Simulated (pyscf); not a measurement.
A first-order saddle from PySCF, ωB97X-D3(BJ)/def2-SVP:

```
Ge
H 1 1.5075
N 1 1.9095 2 116.43
H 3 1.0225 1 114.15 2 68.72
H 3 1.0230 4 109.06 1 -125.12
H 3 1.2244 4 115.95 5 -127.72
Cl 6 1.6083 3 151.31 4 -122.58
Cl 1 2.1173 2 119.27 6 -103.35
Cl 1 2.1592 2 107.31 6 136.52
```
Charge 0, spin multiplicity 1.

Surface: singlet, charge 0. Lowest wavenumbers (cm⁻¹): 500i, 66, 124, 152, 174.

Task: What reaction is this the transition state of?

Result: `[Cl][GeH]([Cl])[Cl]` + `[NH3]` ⇌ `[ClH]` + `[NH2][GeH]([Cl])[Cl]`, a four-centre exchange read from left to right: Cl–Ge, H–N broken and Cl–H, Ge–N formed. At ωB97M-D3(BJ)/def2-TZVP it lies +54.1 kJ/mol from the left side and +3.3 kJ/mol from the right (each side as separated species at their lowest minima found). On the reactant side the descent ends in an adduct with a Ge–N contact (not fully relaxed), 22.7 kJ/mol under the separated species and 76.8 kJ/mol under the saddle at ωB97X-D3(BJ)/def2-TZVP. On the product side the descent ends in a complex, 27.4 kJ/mol under the separated species and 24.6 kJ/mol under the saddle at ωB97X-D3(BJ)/def2-TZVP. What is counted as formed (Ge–N) is already present as a longer contact in the reactant adduct; forming that adduct is a step of its own. This is the saddle that the search found; another between the same sides may lie lower. Elements up to Kr have no core potential and no relativistic terms here.
